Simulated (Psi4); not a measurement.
# Si2NH7 (SMILES [SiH3]N[SiH3]) at BHLYP/6-31G(d) (spherical functions)

What is the vertical ionisation energy of Si2NH7 at BHLYP/6-31G* (spherical functions)? 

Program for the calculation: Psi4 1.11.

1 further run of the same task is left out (set aside as unsound or not needed).

## Step 1: The system as given

The species is Si2NH7 (10 atoms), meant as a singlet with charge 0. As SMILES, `[SiH3]N[SiH3]`. The shape is that of a PBE0-D4/def2-TZVP optimisation.

Bond lengths: Si1–N2 1.726 Å, N2–Si3 1.726 Å, Si1–H4 1.484 Å, Si1–H5 1.490 Å, Si1–H6 1.488 Å, N2–H7 1.011 Å, Si3–H8 1.484 Å, Si3–H9 1.488 Å, Si3–H10 1.490 Å. Some angles: Si1–N2–Si3 128.9°, Si1–N2–H7 115.5°, Si3–N2–H7 115.5°, N2–Si1–H4 107.4°, N2–Si1–H5 112.6°, N2–Si1–H6 110.9°, N2–Si3–H8 107.4°, N2–Si3–H9 110.9°, N2–Si3–H10 112.6°, H4–Si1–H5 109.0°.

## Step 2: Energy and gradient at BHLYP/6-31G(d) (spherical functions)

Contents of job.in:

```
memory 2200 MB

molecule {
  0 1
  Si    -1.97060640     1.43314940    -1.66294009
  N      0.22674824     0.94563785     0.69668533
  Si     1.88184597    -1.76738526     1.42748022
  H     -2.59574670    -1.07196604    -2.75567422
  H     -1.00586342     3.10927978    -3.70875759
  H     -4.29776633     2.63344674    -0.63577946
  H      0.68406196     2.48931733     1.72520657
  H      0.76172970    -3.85936877    -0.06564909
  H      1.69553787    -2.34896737     4.17312000
  H      4.62005912    -1.56314366     0.80630834
  units bohr
  symmetry c1
}

set basis 6-31G*
set reference rks
set puream true
set e_convergence 1e-09
set d_convergence 1e-08
set scf_type pk
set dft_radial_points 99
set dft_spherical_points 590

e_tot = gradient('bhhlyp')
```

The run is started by

```sh
$ psi4 job.in job.out -n 1
```

job.out, cut to the lines that bear on the results:

```text
[...]
  Running in c1 symmetry.
[...]
  Nuclear repulsion =  156.903590362256068
[...]
  Multiplicity = 1
[...]
  Nalpha       = 21
  Nbeta        = 21
[...]
    Number of basis functions: 64
[...]
   @RKS iter   1:  -637.72977842594071   -4.69237e-01   9.34940e-03 ADIIS/DIIS
[...]
   @RKS iter   9:  -637.89607346358571   -1.23919e-11   5.93197e-09 DIIS
[...]
    Orbital Energies [Eh]
    ---------------------
    Doubly Occupied:
       1A    -67.145509     2A    -67.145503     3A    -14.784519
       4A     -5.614281     5A     -5.614280     6A     -3.877649
       7A     -3.877639     8A     -3.876958     9A     -3.876937
      10A     -3.876505    11A     -3.876499    12A     -0.962152
      13A     -0.630763    14A     -0.611595    15A     -0.512474
      16A     -0.444959    17A     -0.431951    18A     -0.405720
      19A     -0.398650    20A     -0.390392    21A     -0.314395
[...]
  @RKS Final Energy:  -637.89607346358571
   => Energetics <=
    Nuclear Repulsion Energy =            156.9035903622560681
    One-Electron Energy =               -1193.2998397574638147
    Two-Electron Energy =                 424.9767681943258708
    DFT Exchange-Correlation Energy =     -26.4765922627039529
    Empirical Dispersion Energy =           0.0000000000000000
    VV10 Nonlocal Energy =                  0.0000000000000000
    Total Energy =                       -637.8960734635858216
[...]
 Multipole Moments:
 ------------------------------------------------------------------------------------
     Multipole            Electronic (a.u.)      Nuclear  (a.u.)        Total (a.u.)
 ------------------------------------------------------------------------------------
 L = 1.  Multiply by 2.5417464519 to convert [e a0] to [Debye]
 Dipole X            :          0.1852868           -0.0949108            0.0903761
 Dipole Y            :          0.7521383           -0.4571995            0.2949387
 Dipole Z            :          0.5480667           -0.3552558            0.1928109
 Magnitude           :                                                    0.3637757
[...]
  -Total Gradient:
     Atom            X                  Y                   Z
    ------   -----------------  -----------------  -----------------
       1        0.003760460833    -0.001151832979     0.003843466948
       2       -0.000925960584    -0.003381668885    -0.002348608268
       3       -0.002921073527     0.004399861364    -0.001521597281
       4       -0.000562990852    -0.003764292533    -0.001217423575
       5        0.001776631881     0.002169463287    -0.002385571778
       6       -0.002845642963     0.001472724587     0.001787570226
       7        0.000794185483     0.002511543167     0.001608063555
       8       -0.001921681395    -0.002633806697    -0.002312254293
       9       -0.000589376208    -0.000405575629     0.003598786058
      10        0.003436377755     0.000790032643    -0.001046928389
[...]
```

It took 23 s on 1 thread of Intel Xeon at 2.70GHz, shared host; peak memory 1.2 GiB.

## Step 3: The doublet cation

Contents of h7nsi2.xyz:

```xyz
10
H7NSi2
Si    -1.042800     0.758390    -0.879990
N      0.119990     0.500410     0.368670
Si     0.995830    -0.935260     0.755390
H     -1.373610    -0.567260    -1.458240
H     -0.532280     1.645360    -1.962590
H     -2.274280     1.393560    -0.336440
H      0.361990     1.317290     0.912940
H      0.403090    -2.042290    -0.034740
H      0.897240    -1.243020     2.208320
H      2.444830    -0.827180     0.426680
```

Contents of job.py:

```python
import psi4

psi4.set_memory(2200000000)
psi4.set_num_threads(1)
psi4.core.set_output_file('psi4.out', False)

with open('h7nsi2.xyz') as f:
    atoms = ''.join(f.readlines()[2:])
m = psi4.geometry('1 2\n' + atoms + 'symmetry c1')

psi4.set_options({
    'basis': '6-31G*',
    'reference': 'uks',
    'puream': True,
    'e_convergence': 1e-09,
    'd_convergence': 1e-08,
    'scf_type': 'pk',
    'dft_radial_points': 99,
    'dft_spherical_points': 590,
    'maxiter': 100,
})

result, w = psi4.gradient("BHHLYP", return_wfn=True)
print('gradient / Eh bohr^-1')
print(result.np.round(6))
print(f'energy = {w.energy():.10f} Eh')
for k, v in sorted(psi4.core.scalar_variables().items()):
    print(f'{k:45s} {v:18.10f}')
```

The run is started by

```sh
$ python job.py
```

psi4.out, cut to the lines that bear on the results:

```text
[...]
  Running in c1 symmetry.
[...]
  Nuclear repulsion =  156.903590374845123
[...]
  Multiplicity = 2
[...]
  Nalpha       = 21
  Nbeta        = 20
[...]
    Number of basis functions: 64
[...]
   @UKS iter   1:  -637.43372766553671   -1.73187e-01   7.01227e-03 DIIS/ADIIS
[...]
   @UKS iter  13:  -637.54899056372119   -3.86535e-12   6.27955e-09 DIIS
[...]
   @S^2 Observed:                7.618122013E-01
[...]
  @UKS Final Energy:  -637.54899056372119
   => Energetics <=
    Nuclear Repulsion Energy =            156.9035903748451233
    One-Electron Energy =               -1183.4500491370724831
    Two-Electron Energy =                 415.3018681687025264
    DFT Exchange-Correlation Energy =     -26.3043999701964175
    Empirical Dispersion Energy =           0.0000000000000000
    VV10 Nonlocal Energy =                  0.0000000000000000
    Total Energy =                       -637.5489905637211905
[...]
 Multipole Moments:
 ------------------------------------------------------------------------------------
     Multipole            Electronic (a.u.)      Nuclear  (a.u.)        Total (a.u.)
 ------------------------------------------------------------------------------------
 L = 1.  Multiply by 2.5417464519 to convert [e a0] to [Debye]
 Dipole X            :          0.3400399           -0.0949107            0.2451292
 Dipole Y            :          1.1330644           -0.4571995            0.6758649
 Dipole Z            :          0.7497034           -0.3552558            0.3944476
 Magnitude           :                                                    0.8200431
[...]
  -Total Gradient:
     Atom            X                  Y                   Z
    ------   -----------------  -----------------  -----------------
       1        0.055388774464     0.002294649975     0.054198296852
       2       -0.012337554331    -0.030777356299    -0.016500178017
       3       -0.027722767594     0.071324765506    -0.012425416836
       4       -0.005714599833    -0.005856287434    -0.006608065387
       5       -0.007883958801     0.000917274426    -0.010202524509
       6       -0.009943909886     0.001050833583    -0.006306466318
       7       -0.001552709674    -0.007394150751    -0.005724343207
       8       -0.000439929336    -0.010233841934    -0.002389302370
       9        0.003666208582    -0.010256681760     0.004600189396
      10        0.006541386189    -0.011062181494     0.001363899187
[...]
```

Standard output:

```text
gradient / Eh bohr^-1
[[ 0.055389  0.002295  0.054198]
 [-0.012338 -0.030777 -0.0165  ]
 [-0.027723  0.071325 -0.012425]
 [-0.005715 -0.005856 -0.006608]
 [-0.007884  0.000917 -0.010203]
 [-0.009944  0.001051 -0.006306]
 [-0.001553 -0.007394 -0.005724]
 [-0.00044  -0.010234 -0.002389]
 [ 0.003666 -0.010257  0.0046  ]
 [ 0.006541 -0.011062  0.001364]]
energy = -637.5489905637 Eh
CURRENT ENERGY                                   -637.5489905637
CURRENT REFERENCE ENERGY                         -637.5489905637
DD SOLVATION ENERGY                                 0.0000000000
DFT FUNCTIONAL TOTAL ENERGY                      -637.5489905637
DFT TOTAL ENERGY                                 -637.5489905637
DFT VV10 ENERGY                                     0.0000000000
DFT XC ENERGY                                     -26.3043999702
GRID ELECTRONS ALPHA                               21.0000015868
GRID ELECTRONS BETA                                20.0000017893
GRID ELECTRONS TOTAL                               41.0000033761
NUCLEAR REPULSION ENERGY                          156.9035903748
ONE-ELECTRON ENERGY                             -1183.4500491371
PCM POLARIZATION ENERGY                             0.0000000000
PE ENERGY                                           0.0000000000
SCF ITERATION ENERGY                             -637.5489905637
SCF ITERATIONS                                     13.0000000000
SCF TOTAL ENERGY                                 -637.5489905637
TWO-ELECTRON ENERGY                               415.3018681687
XC GRID RADIAL POINTS                              99.0000000000
XC GRID SPHERICAL POINTS                          590.0000000000
XC GRID TOTAL POINTS                           553058.0000000000
```

Run time: 44 s. Hardware: 1 thread of Intel Xeon at 2.70GHz, shared host; peak memory 1.2 GiB.

## Step 4: Results

At BHLYP/6-31G* (spherical functions):

| quantity | value |
| --- | --- |
| singlet Si2NH7: total energy | -637.89607 Eh |
| singlet Si2NH7: dipole moment | 0.92 D |
| singlet Si2NH7: HOMO energy | -8.56 eV |
| singlet Si2NH7: LUMO energy | 1.30 eV |
| singlet Si2NH7: HOMO–LUMO gap | 9.85 eV |
| singlet Si2NH7: largest force on an atom | 0.283 eV/Å |
| doublet cation: total energy | -637.54899 Eh |
| doublet cation: HOMO energy (highest over α and β) | -15.96 eV |
| doublet cation: LUMO energy (lowest over α and β) | -10.37 eV |
| doublet cation: ⟨S²⟩ | 0.762 |
| doublet cation: largest force on an atom | 3.987 eV/Å |
| vertical ionisation energy (to the doublet cation) | 9.445 eV |

What this shows: Removing an electron at fixed nuclei costs 9.44 eV (911 kJ/mol). The largest force (singlet Si2NH7) is 0.28 eV/Å: the shape isn't a stationary point for this species at this level. The negative HOMO energy of the first species, 8.56 eV, lies 0.89 eV below that difference.
